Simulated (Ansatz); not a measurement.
One starting cell of Ir (a generated cell, Ir placed in the fcc structure type) was relaxed twice with Ansatz (plane waves, PAW, scalar-relativistic): with r2SCAN at 500 eV and with PBE at 420 eV. The r2SCAN result:

```yaml
crystal:
  lattice:
    - [0.00000, 1.92221, 1.92221]
    - [1.92221, 0.00000, 1.92221]
    - [1.92221, 1.92221, 0.00000]
  atoms:
    - { symbol: Ir, position: [0.00000, 0.00000, 0.00000] }
```

| quantity | r2SCAN | PBE |
|---|---|---|
| space group | Fm-3m | Fm-3m |
| volume (Å³/atom) | 14.20 | 14.50 |
| a (Å) | 3.844 | 3.871 |
| gap (eV, no spin-orbit coupling) | 0.00 | 0.00 |
| pressure at 80 % of the level's own volume (GPa) | 146.5 | 135.3 |

Both levels end in the same structure; PBE's volume is 2.1 % larger. Neither column is exact.

No spin polarisation in the result.

Measured for Ir: a 3.831 Å (static lattice; corrected from measurement; as listed in Daniel Mejia-Rodriguez, S. B. Trickey, Phys. Rev. B (2018)). Computed minus measured — a: r2SCAN +0.4 %, PBE +1.0 %. The computed values are for a static lattice.

The run could not lose the symmetry of its start.

Ansatz is a first-principles code.
